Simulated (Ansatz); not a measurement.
A made-up structure of C₂HSi, doublet:

| atom | x (Å) | y (Å) | z (Å) |
| --- | --- | --- | --- |
| C1 | -0.1575 | -0.2023 | 1.2095 |
| C2 | 0.9070 | -0.6497 | 0.7043 |
| Si3 | 0.1173 | 0.5868 | -0.4088 |
| H4 | 1.8733 | -0.9978 | 0.9665 |

It is relaxed with PBE-D4/def2-SVP and then PBE0-D4/def2-TZVP (Ansatz 0.2.0). Atoms count as bonded within 1.22 times the sum of their covalent radii (H–H: 0.88 Å). The end point is not checked to be a true minimum.

(1) Does its bonding change? (Judge from chemistry; the calculation decides.)

## Answers

(1) The calculation gives: No: no bond forms or breaks.

Where it ends: The first stage lowers the energy by 0.34 eV in 6 steps. It ends as C₂HSi ([C]1[CH][Si]1):
```
4
angstrom
C -0.2103 -0.2123 1.1979
C 0.9754 -0.5448 0.7711
Si 0.0816 0.5839 -0.4406
H 1.8933 -1.0899 0.9432
```

Labels in which every atom is bracketed show which atoms are joined, not bond orders.

For scale, one of the runs: PBE0-D4/def2-TZVP relaxation, 105 basis functions, launched by `ansatz run in.yaml --threads 2 --pin off --events-out ev --progress --plain --max-ram 4352MiB`. The run took about 13 s on 2 CPU threads of an Arm Neoverse V1 (shared host).
